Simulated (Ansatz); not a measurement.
Start from `C=CCCl` and change one atom or group to get `C=CC`.

Ansatz, PBE0-D4/def2-TZVP geometries, multiplicity 1. Each molecule was computed in one conformer, which needn't be the lowest.

```csv
property,`C=CCCl`
HOMO energy (PBE/def2-TZVPP) / eV,-6.75
vertical ionisation energy (CCSD(T)/CBS(def2)) / eV,10.53
HOMO–LUMO gap (ωB97M-V/def2-TZVPP) / eV,11.88
"ideal-gas entropy at 298 K and 1 bar (rigid rotor, harmonic PBE0-D4/def2-TZVP) / J/(mol·K)",297
LUMO energy (B3LYP/def2-TZVPP) / eV,-0.66
LUMO energy (PBE/def2-TZVPP) / eV,-1.47
```

**Question.** Give the same properties after the change, and the shifts. (Estimate.)

**Answer.** The calculation gave: 
| property | `C=CC` | shift |
| --- | --- | --- |
| HOMO energy (PBE/def2-TZVPP) / eV | -6.24 | 0.51 |
| vertical ionisation energy (CCSD(T)/CBS(def2)) / eV | 10.08 | -0.45 |
| HOMO–LUMO gap (ωB97M-V/def2-TZVPP) / eV | 12.21 | 0.33 |
| ideal-gas entropy at 298 K and 1 bar (rigid rotor, harmonic PBE0-D4/def2-TZVP) / J/(mol·K) | 264 | -33 |
| LUMO energy (B3LYP/def2-TZVPP) / eV | 0.20 | 0.86 |
| LUMO energy (PBE/def2-TZVPP) / eV | -0.60 | 0.87 |

With PBE0 the HOMO rises by 0.55 eV and the LUMO rises by 0.87 eV, so the gap widens by about 0.32 eV. PBE moves the HOMO by 0.51 eV and ωB97M-V by 0.52 eV.

B3LYP here is the variant with VWN-RPA as its local correlation; programs differ in this.
